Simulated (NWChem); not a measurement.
The numbers come from NWChem runs, not from measurements. System: CH3 (+1), charge 1, spin multiplicity 1, at a geometry optimised with PBE0/def2-SVP. The structure started from a generated list of species. Level: TD-B3LYP/aug-cc-pVDZ, VWN1-RPA local correlation.

Part of the output:

```
             Northwest Computational Chemistry Package (NWChem) 7.3.0
             --------------------------------------------------------

                                NWChem Input Module
                                -------------------

 Scaling coordinates for geometry "geometry" by  1.889725989
 (inverse scale =  0.529177249)

 Turning off AUTOSYM since
 SYMMETRY directive was detected!

                             Geometry "geometry" -> ""
                             -------------------------

 Output coordinates in angstroms (scale by  1.889725989 to convert to a.u.)

  No.       Tag          Charge          X              Y              Z
 ---- ---------------- ---------- -------------- -------------- --------------
    1 C                    6.0000     0.00000000     0.00000000     0.00000000
    2 H                    1.0000     0.00000000     0.00000000     1.10406700
    3 H                    1.0000    -0.95615200     0.00000000    -0.55203300
    4 H                    1.0000     0.95615200     0.00000000    -0.55203300

 Effective nuclear repulsion energy (a.u.)       9.4575269422

            Nuclear Dipole moment (a.u.)
            ----------------------------
        X                 Y               Z
 ---------------- ---------------- ----------------
     0.0000000000     0.0000000000     0.0000018897

      Symmetry information
      --------------------

 Group name             C2v
 Group number             16
 Group order               4
 No. of unique centers     3

      Symmetry unique atoms

     1    2    3


 Summary of "ao basis" -> "" (spherical)
 ------------------------------------------------------------------------------
       Tag                 Description            Shells   Functions and Types
 ---------------- ------------------------------  ------  ---------------------
 *                        aug-cc-pvdz                 on all atoms

                                 NWChem DFT Module
                                 -----------------

 Summary of "ao basis" -> "ao basis" (spherical)
 ------------------------------------------------------------------------------
       Tag                 Description            Shells   Functions and Types
 ---------------- ------------------------------  ------  ---------------------
 C                        aug-cc-pvdz                9       23   4s3p2d
 H                        aug-cc-pvdz                5        9   3s2p
[...]
     Occ.    2  a1  ---  Virt.    5  b2  -0.97902 X
     Occ.    2  a1  ---  Virt.    5  b2   0.06762 Y
     Occ.    3  b1  ---  Virt.   16  a2  -0.14635 X
     Occ.    4  a1  ---  Virt.   17  b2   0.14636 X
  ----------------------------------------------------------------------------
  Root   6 singlet b1             0.574114638 a.u.               15.6225 eV
  ----------------------------------------------------------------------------
     Transition Moments    X -0.00639   Y -0.00000   Z  0.00000
     Transition Moments   XX  0.00000  XY  0.00000  XZ  0.01169
     Transition Moments   YY  0.00000  YZ -0.00000  ZZ  0.00000
     Dipole Oscillator Strength                    0.0000156108
     Electric Quadrupole                           0.0000000001
     Magnetic Dipole                               0.0000038579
     Total Oscillator Strength                     0.0000194688

          sigma_e =   2.1392 Angstrom
          sigma_h =   1.0631 Angstrom
         |d_h->e| =   0.0310 Angstrom
            d_exc =   2.5117 Angstrom
            d_CD1 =   1.1071 Angstrom
            d_CD2 =  -1.5701 Angstrom
            d_CD3 =   2.5427 Angstrom
     Pearson C.C. =  -0.1322

     Occ.    3  b1  ---  Virt.    8  a1  -0.69415 X
     Occ.    3  b1  ---  Virt.    9  a1   0.16377 X
     Occ.    3  b1  ---  Virt.   15  a1   0.07528 X
     Occ.    4  a1  ---  Virt.    7  b1  -0.67058 X
     Occ.    4  a1  ---  Virt.   10  b1  -0.16549 X
     Occ.    4  a1  ---  Virt.   14  b1   0.08304 X
  ----------------------------------------------------------------------------
  Root   7 singlet b1             0.588422475 a.u.               16.0118 eV
  ----------------------------------------------------------------------------
     Transition Moments    X  0.64495   Y -0.00000   Z  0.00000
     Transition Moments   XX -0.00000  XY -0.00000  XZ -1.15316
     Transition Moments   YY -0.00000  YZ -0.00000  ZZ  0.00000
     Dipole Oscillator Strength                    0.1631732198
     Electric Quadrupole                           0.0000014427
     Magnetic Dipole                               0.0000000020
     Total Oscillator Strength                     0.1631746645

          sigma_e =   2.5824 Angstrom
          sigma_h =   1.0629 Angstrom
         |d_h->e| =   0.1251 Angstrom
            d_exc =   2.7637 Angstrom
            d_CD1 =   1.6446 Angstrom
            d_CD2 =  -1.6976 Angstrom
            d_CD3 =   2.8888 Angstrom
     Pearson C.C. =   0.0320

     Occ.    3  b1  ---  Virt.    8  a1   0.66668 X
     Occ.    3  b1  ---  Virt.    9  a1   0.17435 X
     Occ.    3  b1  ---  Virt.   12  a1   0.11415 X
     Occ.    3  b1  ---  Virt.   15  a1  -0.06238 X
     Occ.    4  a1  ---  Virt.    7  b1  -0.68523 X
     Occ.    4  a1  ---  Virt.   10  b1   0.16087 X
     Occ.    4  a1  ---  Virt.   14  b1   0.07670 X
  ----------------------------------------------------------------------------
  Root   8 singlet a1             0.588729293 a.u.               16.0201 eV
  ----------------------------------------------------------------------------
     Transition Moments    X  0.00000   Y  0.00000   Z -0.65113
     Transition Moments   XX  1.14426  XY  0.00000  XZ -0.00000
     Transition Moments   YY -0.00104  YZ  0.00000  ZZ -1.17232
     Dipole Oscillator Strength                    0.1664008316
     Electric Quadrupole                           0.0000014579
     Magnetic Dipole                               0.0000000000
     Total Oscillator Strength                     0.1664022895

          sigma_e =   2.5703 Angstrom
          sigma_h =   1.0627 Angstrom
         |d_h->e| =   0.1230 Angstrom
            d_exc =   2.7547 Angstrom
            d_CD1 =   1.6306 Angstrom
            d_CD2 =  -1.6935 Angstrom
            d_CD3 =   2.8777 Angstrom
     Pearson C.C. =   0.0298

     Occ.    3  b1  ---  Virt.    7  b1   0.66823 X
     Occ.    3  b1  ---  Virt.   10  b1  -0.16955 X
     Occ.    3  b1  ---  Virt.   14  b1  -0.07916 X
     Occ.    4  a1  ---  Virt.    8  a1   0.68341 X
     Occ.    4  a1  ---  Virt.    9  a1   0.16350 X
     Occ.    4  a1  ---  Virt.   12  a1  -0.11102 X
     Occ.    4  a1  ---  Virt.   15  a1  -0.06691 X

              Target root =      1
          Target symmetry = none
      Ground state energy =    -39.480941627226
        Excitation energy =      0.215828759008
     Excited state energy =    -39.265112868217

  stored tddft:energy   -39.265112868217372

 Task  times  cpu:       39.8s     wall:       39.8s

 Total times  cpu:       39.8s     wall:       39.8s
```

Task: Write an NWChem input that would produce this output.

Result: Several could match; the one computed here: 
```
start mol
memory heap 200 mb stack 900 mb global 1100 mb
charge 1
geometry units angstroms nocenter noautoz
  C      0.000000     0.000000    -0.000000
  H      0.000000     0.000000     1.104067
  H     -0.956152     0.000000    -0.552033
  H      0.956152     0.000000    -0.552033
  symmetry group C2v
end
basis spherical
  * library aug-cc-pvdz
end
dft
  xc b3lyp
  semidirect memsize 60000000 filesize 0
  iterations 100
end
tddft
  rpa
  nroots 8
  notriplet
  thresh 1e-4
end
task tddft energy
```
